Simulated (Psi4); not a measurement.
**N2 (SMILES N#N): MP4(SDQ)/6-311++G(3df,3pd) (sfX2C, density fitting)**

What is the energy change on altering one bond length of N2 at MP4(SDQ)/6-311++G(3df,3pd) (sfX2C, density fitting)? 

The calculation is run with Psi4 1.11.

4 further runs of the same task are left out: 4 set aside as unsound or not needed.

**1. The molecule**

N2 has 2 atoms, charge 0, and is taken as a singlet. As SMILES, `N#N`. The shape is that of a PBE0-D4/def2-TZVP optimisation.

Bond lengths: N1–N2 1.090 Å.

**2. A single-point energy at MP4(SDQ)/6-311++G(3df,3pd) (sfX2C, density fitting)**

Contents of job.dat:

```
memory 1600 MB

molecule geom {
  0 1
  N      0.465500    -0.150300     0.239800
  N     -0.465500     0.150300    -0.239800
}

set basis 6-311++G(3df,3pd)
set scf_type df
set freeze_core true
set relativistic x2c

E = energy('mp4(sdq)')
```

Launch:

```
$ psi4 job.dat job.out -n 1
```

job.out, cut to the lines that bear on the results:

```text
[...]
  Running in d2h symmetry.
[...]
  Nuclear repulsion =   23.798341769446314
[...]
  Multiplicity = 1
[...]
  Nalpha       = 7
  Nbeta        = 7
[...]
    Number of basis functions: 78
[...]
    WARNING: The X2C and Dirac Hamiltonians have substatially different eigenvalues!
             This is probably caused by the recontraction of the basis set.
[...]
   @DF-RHF iter   1:  -109.03207199938321   -9.09435e-01   4.02171e-03 DIIS/ADIIS
[...]
   @DF-RHF iter   8:  -109.03889246441892   -4.47642e-12   8.72864e-09 DIIS
[...]
    Orbital Energies [Eh]
    ---------------------
    Doubly Occupied:
       1Ag   -15.689097     1B3u  -15.685392     2Ag    -1.479809
       2B3u   -0.778500     3Ag    -0.635952     1B2u   -0.618075
       1B1u   -0.618075
[...]
  @DF-RHF Final Energy:  -109.03889246441892
   => Energetics <=
    Nuclear Repulsion Energy =             23.7983417694463135
    One-Electron Energy =                -194.6646684061166752
    Two-Electron Energy =                  61.8274341722514293
    Total Energy =                       -109.0388924644189217
[...]
 Multipole Moments:
 ------------------------------------------------------------------------------------
     Multipole            Electronic (a.u.)      Nuclear  (a.u.)        Total (a.u.)
 ------------------------------------------------------------------------------------
 L = 1.  Multiply by 2.5417464519 to convert [e a0] to [Debye]
 Dipole X            :          0.0000000            0.0000000            0.0000000
 Dipole Y            :          0.0000000            0.0000000            0.0000000
 Dipole Z            :          0.0000000            0.0000000            0.0000000
 Magnitude           :                                                    0.0000000
[...]
      * MP2 total energy:                   -109.411883503202
[...]
      * MP3 total energy:                   -109.404653228509
[...]
```

Wall time 2.1 s (1 thread of INTEL XEON PLATINUM 8581C at 2.30GHz (Emerald Rapids), shared host); peak memory 0.31 GiB.

**3. The distorted shape at the same level**

Contents of job.json:

```json
{
 "schema_name": "qcschema_input",
 "schema_version": 1,
 "molecule": {
  "schema_name": "qcschema_molecule",
  "schema_version": 2,
  "symbols": ["N", "N"],
  "geometry": [0.95109916, -0.19552996, 0.39243376, -0.82149418, 0.27456398, -0.42746172],
  "molecular_charge": 0,
  "molecular_multiplicity": 1
 },
 "driver": "energy",
 "model": {
  "method": "mp4(sdq)",
  "basis": "6-311++G(3df,3pd)"
 },
 "keywords": {
  "reference": "rhf",
  "scf_type": "df",
  "freeze_core": true,
  "relativistic": "x2c"
 }
}
```

Launch:

```
$ psi4 --qcschema job.json -n 1 --memory 1600MB
```

stdout, cut to the lines that bear on the results:

```text
[...]
  Running in d2h symmetry.
[...]
  Nuclear repulsion =   24.392591786820656
[...]
  Multiplicity = 1
[...]
  Nalpha       = 7
  Nbeta        = 7
[...]
    Number of basis functions: 78
[...]
    WARNING: The X2C and Dirac Hamiltonians have substatially different eigenvalues!
             This is probably caused by the recontraction of the basis set.
[...]
   @DF-RHF iter   1:  -109.03349033629772   -8.44002e-01   4.31313e-03 DIIS/ADIIS
[...]
   @DF-RHF iter   8:  -109.04063190491944   -4.43379e-12   8.62846e-09 DIIS
[...]
    Orbital Energies [Eh]
    ---------------------
    Doubly Occupied:
       1Ag   -15.679332     1B3u  -15.674963     2Ag    -1.499322
       2B3u   -0.769623     3Ag    -0.638266     1B1u   -0.629804
       1B2u   -0.629804
[...]
  @DF-RHF Final Energy:  -109.04063190491944
   => Energetics <=
    Nuclear Repulsion Energy =             24.3925917868206561
    One-Electron Energy =                -195.8242167453353773
    Two-Electron Energy =                  62.3909930535952952
    Total Energy =                       -109.0406319049194366
[...]
 Multipole Moments:
 ------------------------------------------------------------------------------------
     Multipole            Electronic (a.u.)      Nuclear  (a.u.)        Total (a.u.)
 ------------------------------------------------------------------------------------
 L = 1.  Multiply by 2.5417464519 to convert [e a0] to [Debye]
 Dipole X            :          0.0000000            0.0000000            0.0000000
 Dipole Y            :          0.0000000            0.0000000            0.0000000
 Dipole Z            :          0.0000000            0.0000000            0.0000000
 Magnitude           :                                                    0.0000000
[...]
      * MP2 total energy:                   -109.406702424486
[...]
      * MP3 total energy:                   -109.402418157148
[...]
```

The result, in JSON:

```text
{
 "driver": "energy",
 "model": {
  "method": "mp4(sdq)",
  "basis": "6-311++G(3df,3pd)"
 },
 "success": true,
 "return_result": -109.4089004770647,
 "properties": {
  "calcinfo_nbasis": 78,
  "calcinfo_nmo": 78,
  "calcinfo_nalpha": 7,
  "calcinfo_nbeta": 7,
  "calcinfo_natom": 2,
  "nuclear_repulsion_energy": 24.392591786820656,
  "return_energy": -109.4089004770647,
  "scf_one_electron_energy": -195.82421674533538,
  "scf_two_electron_energy": 62.390993053595295,
  "scf_dipole_moment": [0.0, 0.0, 0.0],
  "scf_total_energy": -109.04063190491944,
  "scf_iterations": 8,
  "mp2_same_spin_correlation_energy": -0.0936435120755906,
  "mp2_opposite_spin_correlation_energy": -0.2724270074906231,
  "mp2_singles_energy": 0.0,
  "mp2_doubles_energy": -0.3660705195662137,
  "mp2_correlation_energy": -0.3660705195662137,
  "mp2_total_energy": -109.40670242448564
 }
}
```

Run time: 2.3 s. Hardware: 1 thread of INTEL XEON PLATINUM 8581C at 2.30GHz (Emerald Rapids), shared host; peak memory 0.31 GiB.

**4. Outcome**

At MP4(SDQ)/6-311++G(3df,3pd) (sfX2C, density fitting), 2 core orbitals frozen:

| quantity | value |
| --- | --- |
| first shape: total energy | -109.41250 Eh |
| first shape: HOMO energy (Hartree–Fock orbitals) | -16.82 eV |
| first shape: LUMO energy (Hartree–Fock orbitals) | 3.61 eV |
| first shape: HOMO–LUMO gap (Hartree–Fock orbitals) | 20.43 eV |
| first shape: correlation energy (2 core orbitals frozen) | -373.6 mEh |
| distorted shape: total energy | -109.40890 Eh |
| distorted shape: HOMO energy (Hartree–Fock orbitals) | -17.14 eV |
| distorted shape: LUMO energy (Hartree–Fock orbitals) | 3.81 eV |
| distorted shape: HOMO–LUMO gap (Hartree–Fock orbitals) | 20.95 eV |
| distorted shape: correlation energy (2 core orbitals frozen) | -368.3 mEh |
| energy change with the N1–N2 bond shortened from 1.090 to 1.063 Å | 0.098 eV |

What this shows: With the N1–N2 bond shortened from 1.090 to 1.063 Å the energy rises by 0.10 eV (9.5 kJ/mol). The first shape isn't relaxed at this level, so the change isn't measured from a minimum.
